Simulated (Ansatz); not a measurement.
# Molybdenum, bcc: convergence with the plane-wave cutoff

Computed with Ansatz, PBE, scalar-relativistic PAW, on the relaxed cell (a = 3.163 Å; spin not included). Errors count from a run at 420 eV on a Γ-centred 23×23×23 mesh with Fermi-Dirac smearing of 0.1 eV, extrapolated to zero width. Fixed here: mesh 14×14×14, Fermi-Dirac width 0.1 eV. The pressure holds a Pulay correction and is unreliable far below the recommended cutoff. The SCF starts from atomic densities corrected by a trained network.

```tsv
cutoff (eV)	E(σ→0) error (meV/atom)	P (GPa)	SCF iterations
150	18412.0	-58.41	6
200	3697.7	5.97	6
250	518.8	0.92	6
300	65.0	-0.10	6
350	16.0	0.01	6
420	12.8	0.00	6
500	11.8	-0.01	6
600	11.7	-0.02	6
800	11.6	-0.02	6
```

Within 5 meV/atom of the last row: from 350 eV on.
